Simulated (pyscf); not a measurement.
PySCF, gas phase, ωB97X-D3(BJ)/def2-SVP geometries.

**Question.** `[SH][GeH]` [singlet] + `[H][H]` + `[H][H]` → `[SH][GeH3]` + `[H][H]`
Surface: singlet. Broken: H–H, H–H. Formed: Ge–H, Ge–H, H–H. Give ΔE‡ and ΔE from PBE/def2-TZVP, relative to the separated reactants.

**Answer.** ΔE‡ = 28.8 kcal/mol, ΔE = -21.6 kcal/mol. ωB97M-D3(BJ)/def2-TZVP gives 40.3 kcal/mol and -24.2 kcal/mol. Zero-point energy shifts the barrier by +4.6 kcal/mol. It is a multi-bond step, with an imaginary mode of 1896i cm⁻¹. This is the saddle that the search found; another between the same sides may lie lower. Elements up to Kr have no core potential and no relativistic terms here.
